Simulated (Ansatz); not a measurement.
A made-up structure of CH₂BO (charge +1), closed shell:

```
5
angstrom
C -0.6413 -0.1850 1.1813
B 0.1055 0.0983 -0.0387
O 0.8997 0.6004 -0.8774
H -1.4075 -0.8659 1.5403
H -0.0330 -0.8137 0.6480
```

It is relaxed with PBE-D4/def2-SVP and then PBE0-D4/def2-TZVP (Ansatz 0.2.0). Atoms count as bonded within 1.22 times the sum of their covalent radii (H–H: 0.88 Å). The end point is not checked to be a true minimum.

Question: Does its bonding change? (Judge from chemistry; the calculation decides.)

Answer: Computed: Yes. Formed: none; broken: B2–H5.

Where it ends: The first stage lowers the energy by 4.26 eV in 10 steps. It ends as CH₂BO ([CH2][B][O]), total charge +1:
```
5
angstrom
C -0.4864 -0.6228 0.8889
B 0.1792 0.3341 -0.0892
O 0.7047 1.0893 -0.8607
H -1.3506 -0.3198 1.4888
H -0.1234 -1.6466 1.0258
```

Labels in which every atom is bracketed show which atoms are joined, not bond orders.

For scale, one of the runs: PBE0-D4/def2-TZVP relaxation, 105 basis functions, launched by `ansatz run in.yaml --threads 2 --pin off --events-out ev --progress --plain --max-ram 4352MiB`. The run took about 5.5 s on 2 CPU threads of an Arm Neoverse V1 (shared host).
